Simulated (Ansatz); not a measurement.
**SiH3OF (SMILES O[SiH2]F) at RPA@PBE/aug-cc-pVDZ**

Aim: the energy change on altering one bond length of SiH3OF at RPA@PBE/aug-cc-pVDZ, from 2 runs. 

Program for the calculation: Ansatz 0.2.0.

72 further runs of the same task are left out: 72 set aside as unsound or not needed.

## (1) Starting point

SiH3OF has 6 atoms, charge 0, and is taken as a singlet. SMILES: `O[SiH2]F`. The coordinates come from a PBE0-D4/def2-TZVP relaxation. This is one conformer, not always the lowest.

Bond lengths: O1–Si2 1.630 Å, Si2–F3 1.596 Å, O1–H4 0.958 Å, Si2–H5 1.474 Å, Si2–H6 1.482 Å. Angles: O1–Si2–F3 111.0°, O1–Si2–H5 106.4°, O1–Si2–H6 111.7°, F3–Si2–H5 108.2°, F3–Si2–H6 106.0°, Si2–O1–H4 119.1°, H5–Si2–H6 113.7°.

## (2) A single-point energy at RPA@PBE/aug-cc-pVDZ

File molecule.yaml:

```yaml
crystal:
  periodic: [false, false, false]
  atoms:
    - {symbol: O, position_ang: [-0.853500, -0.209200, -0.924100]}
    - {symbol: Si, position_ang: [0.378300, -0.009300, 0.123900]}
    - {symbol: F, position_ang: [0.180800, -0.922800, 1.417800]}
    - {symbol: H, position_ang: [-1.714200, 0.150200, -0.705600]}
    - {symbol: H, position_ang: [1.595600, -0.458500, -0.575800]}
    - {symbol: H, position_ang: [0.455100, 1.385600, 0.617600]}
basis:
  gaussian:
    orbitals: aug-cc-pVDZ
accuracy: high
correlation:
  method: rpa
  frozen_orbitals: {F: 1, H: 0, O: 1, Si: 5}
hamiltonian:
  xc: {name: PBE}
```

Run with:

```console
$ ansatz run molecule.yaml --threads 1 --pin off --max-ram 3480MiB --events-out events.jsonl --progress --plain --runs-dir runs
```

The program printed:

```text
Warning: RAYON_NUM_THREADS=1 ignored (pool sized by the plan → 1); use --threads N
Functional definition: PBE
  name "PBE"
  parameter kappa = 0.804
  parameter beta = 0.06672455060314922
  exchange = pbe_x(kappa = kappa, mu = beta*pi^2/3)
  correlation = pbe_c(beta = beta)
2017 factors; integrals over basis functions are off by at most 3.4e-9 eV
mean field evaluation 1: about -12677.0959 eV, gradient 6.6e1 eV
mean field evaluation 2: about -12677.0916 eV, gradient 6.6e1 eV
mean field evaluation 4: about -12683.9193 eV, gradient 1.5e1 eV
mean field evaluation 8: about -12684.4272 eV, gradient 3.1e-1 eV
mean field evaluation 16: about -12684.4265 eV, gradient 8.9e-6 eV
mean field -12684.42652200 eV, -466.1440768703 hartree, gradient 5.5e-8 eV, S^2 0.000000; 0 other end points of the search recorded, 0 dependent functions left out
7 core orbitals not correlated: weight in the atoms' cores, before any rotation towards them, 1.000 or more for the frozen orbitals, at most 0.000 for the correlated occupied ones
reference -12655.29818025 eV, -465.0736300550 hartree; 10, 10 occupied and 83, 83 virtual orbitals, 2017 factors
Total energy: -12676.98943233 eV, -465.8707688660 hartree
```

Run time: 11 s. Hardware: 1 thread of Arm Neoverse V1, shared host; peak memory 0.34 GiB.

## (3) The distorted shape at the same level

File run.yaml:

```yaml
crystal:
  periodic: [false, false, false]
  atoms:
    - {symbol: O, position_ang: [-1.038240, -0.239180, -1.081274]}
    - {symbol: Si, position_ang: [0.378300, -0.009300, 0.123900]}
    - {symbol: F, position_ang: [0.180800, -0.922800, 1.417800]}
    - {symbol: H, position_ang: [-1.898940, 0.120220, -0.862774]}
    - {symbol: H, position_ang: [1.595600, -0.458500, -0.575800]}
    - {symbol: H, position_ang: [0.455100, 1.385600, 0.617600]}
basis:
  gaussian:
    orbitals: aug-cc-pVDZ
hamiltonian:
  xc: {name: PBE}
correlation:
  method: rpa
  frozen_orbitals: {F: 1, H: 0, O: 1, Si: 5}
accuracy: high
```

Run with:

```console
$ ansatz run run.yaml --threads 1 --pin off --max-ram 3480MiB --events-out events.jsonl --progress --plain --runs-dir runs
```

The program printed (excerpt; [...] marks lines left out):

```text
Warning: RAYON_NUM_THREADS=1 ignored (pool sized by the plan → 1); use --threads N
[... 6 set-up lines as earlier in the session ...]
2012 factors; integrals over basis functions are off by at most 3.6e-9 eV
mean field evaluation 1: about -12676.4845 eV, gradient 6.6e1 eV
mean field evaluation 2: about -12676.4823 eV, gradient 6.6e1 eV
mean field evaluation 4: about -12682.5600 eV, gradient 2.7e1 eV
mean field evaluation 8: about -12684.1278 eV, gradient 7.0e-1 eV
mean field evaluation 16: about -12684.1280 eV, gradient 2.8e-5 eV
mean field -12684.12803125 eV, -466.1331075378 hartree, gradient 8.6e-8 eV, S^2 0.000000; 0 other end points of the search recorded, 0 dependent functions left out
7 core orbitals not correlated: weight in the atoms' cores, before any rotation towards them, 1.000 or more for the frozen orbitals, at most 0.000 for the correlated occupied ones
reference -12654.65720493 eV, -465.0500746464 hartree; 10, 10 occupied and 83, 83 virtual orbitals, 2012 factors
Total energy: -12676.70625597 eV, -465.8603623269 hartree
```

Wall time 11 s (1 thread of Arm Neoverse V1, shared host); peak memory 0.33 GiB.

## (4) Outcome

Level: RPA@PBE/aug-cc-pVDZ, 7 core orbitals frozen.

```
                                                          quantity          value
                                         first shape: total energy  -465.87077 Eh
                     first shape: RPA correlation energy (valence)     -797.1 mEh
                                     distorted shape: total energy  -465.86036 Eh
                 distorted shape: RPA correlation energy (valence)     -810.3 mEh
energy change with the O1–Si2 bond stretched from 1.630 to 1.874 Å       0.283 eV
```

In words: With the O1–Si2 bond stretched from 1.630 to 1.874 Å the energy rises by 0.28 eV (27.3 kJ/mol). The first shape isn't relaxed at this level, so the change isn't measured from a minimum.
